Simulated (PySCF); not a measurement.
phosphine (H₃P), SMILES P.

The structure is a stationary point at PBE0-D3(BJ)/def2-TZVPD.

Level of theory: ωB97X/def2-TZVPD in PySCF.

The molecule is in vacuum.

| Quantity | Value |
|---|---|
| total energy | -343.14558 hartree |
| point group | C3v |
| highest occupied level | -10.26 eV |
| lowest empty level | 1.98 eV |
| orbital gap | 12.24 eV |
| dipole moment | 0.68 D |
| quadrupole, principal values (traceless, Buckingham form, about the centre of nuclear charge) | -2.25, 1.13, 1.13 D·Å |
| mean static polarisability | 30.4 bohr³ (4.51 Å³) |
| polarisability, principal values | 30.0, 30.0, 31.3 bohr³ |
